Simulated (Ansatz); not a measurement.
C$_{3}$H$_{5}$ClF$_{2}$ (`CC(F)(F)CCl`) at its PBE0-D4/def2-TZVP geometry, where that method's forces vanish. Charge 0, multiplicity 1.

```tsv
atom	x (Å)	y (Å)	z (Å)
C1	-1.055	-0.396	0.679
C2	-0.276	0.258	-0.425
F3	-0.595	-0.319	-1.614
F4	-0.649	1.572	-0.527
C5	1.234	0.281	-0.276
Cl6	1.926	-1.340	-0.133
H7	-2.118	-0.306	0.457
H8	-0.842	0.095	1.628
H9	-0.786	-1.449	0.750
H10	1.501	0.846	0.616
H11	1.661	0.759	-1.156
```

For each bond, give half the difference of the two atoms' forces along it (eV/Å; positive pushes the atoms apart) under PBE-D4, r2SCAN-D4, B3LYP-D4, ωB97M-V in def2-TZVPP. (An estimate is asked.)

The calculation gave: 
```csv
bond,length (Å),PBE-D4,r2SCAN-D4,B3LYP-D4,ωB97M-V
C1–C2,1.500,-0.12,-0.07,0.04,0.05
C1–H7,1.090,0.10,-0.03,-0.07,-0.07
C1–H8,1.090,0.09,-0.03,-0.06,-0.06
C1–H9,1.089,0.09,-0.03,-0.07,-0.07
C2–F3,1.360,0.58,0.29,0.32,0.19
C2–F4,1.370,0.59,0.33,0.31,0.17
C2–C5,1.518,-0.09,-0.05,-0.05,-0.03
C5–Cl6,1.769,0.22,0.24,0.38,0.15
C5–H10,1.089,0.09,-0.07,-0.14,-0.11
C5–H11,1.089,0.10,-0.07,-0.15,-0.12
```

B3LYP here is the variant with VWN-RPA as its local correlation; programs differ in this.

Computed with Ansatz.
